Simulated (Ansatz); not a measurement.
# How far each method lies from full CI for PH⁺, doublet

Geometry: a PBE0/def2-TZVP stationary point for this spin.

```xyz
2

P     0.0000    0.0000    0.0000
H     0.0000    0.0000    1.4342
```

Basis cc-pVTZ; Ansatz 0.2.0. Correlated methods freeze the noble-gas cores, which leaves 5 electrons in 43 orbitals. Prefix R: restricted or restricted open-shell reference; prefix U: unrestricted. Active spaces: valence = (5e, 5o) chosen from the atoms' valence shells.

Full CI is exact within this basis and frozen core; it isn't the basis-set limit. The frozen core follows each run's orbitals, which can shift R against U totals by a few meV.

For open shells CISD is restricted-active-space CI with the open shells as a complete middle space.

- UHF ⟨S²⟩: 0.793
- T1 diagnostic (RCCSD): 0.0211
- largest doubles amplitude (RCCSD): 0.074
- T1 diagnostic (UCCSD): 0.0155

```tsv
level	E − E(RHF) (eV)
RMP2	-2.6053
UMP2	-2.5865
RCCSD	-3.2877
UCCSD	-3.2934
RCCSD(T)	-3.3776
UCCSD(T)	-3.3784
```

(1) Estimate how far full CI in cc-pVTZ lies from RCCSD(T). The table doesn't fix it; the size of (T) and the diagnostics are the guide.

(1) Full CI in cc-pVTZ lies 23 meV below RCCSD(T), which is 26 % of the (T) step (-90 meV). The diagnostics give no warning, yet the rest is a sizeable part of (T).

The other levels:

```json
{"level": "CISD", "E − E(full CI) (meV)": "200", "share of correlation (%)": "94.11", "wall time": "2.8 s"}
{"level": "BCCD(T)", "E − E(full CI) (meV)": "23", "share of correlation (%)": "99.31", "wall time": "6 s"}
{"level": "RCCSDT", "E − E(full CI) (meV)": "2", "share of correlation (%)": "99.93", "wall time": "–"}
{"level": "UCCSDT", "E − E(full CI) (meV)": "1", "share of correlation (%)": "99.96", "wall time": "–"}
{"level": "RCCSDT(Q)", "E − E(full CI) (meV)": "0", "share of correlation (%)": "99.99", "wall time": "31 s"}
{"level": "UCCSDT(Q)", "E − E(full CI) (meV)": "-1", "share of correlation (%)": "100.02", "wall time": "33 s"}
{"level": "CASSCF (valence space)", "E − E(full CI) (meV)": "2341", "share of correlation (%)": "31.17", "wall time": "–"}
{"level": "NEVPT2 (valence space)", "E − E(full CI) (meV)": "629", "share of correlation (%)": "81.50", "wall time": "2 s"}
{"level": "MRCISD (valence space)", "E − E(full CI) (meV)": "107", "share of correlation (%)": "96.85", "wall time": "–"}
{"level": "MRCISD+Q (valence space)", "E − E(full CI) (meV)": "2", "share of correlation (%)": "99.95", "wall time": "3.6 s"}
```

The correlation energy at full CI, counted from RHF, is -3.401 eV. That run took 72 s on 1 thread of AMD EPYC, shared host over 2,785,730 determinants.

Run but not shown, since their state or frozen core can't be matched to the reference's or they repeat it: UHF.

Times hold each run's SCF and search for its determinant on a shared host, so for small cases they say little of a method's own cost; they ran on 1 thread of AMD EPYC.

The full-CI state has the irrep B1 of C2v, in the program's axes (one component, if the state is degenerate).

Natural occupations of full CI about the gap: 1.950 1.905 0.984 0.055 0.035 0.015 0.012 0.011 0.010 0.006; effectively unpaired electrons, Σ n²(2−n)², 1.06.
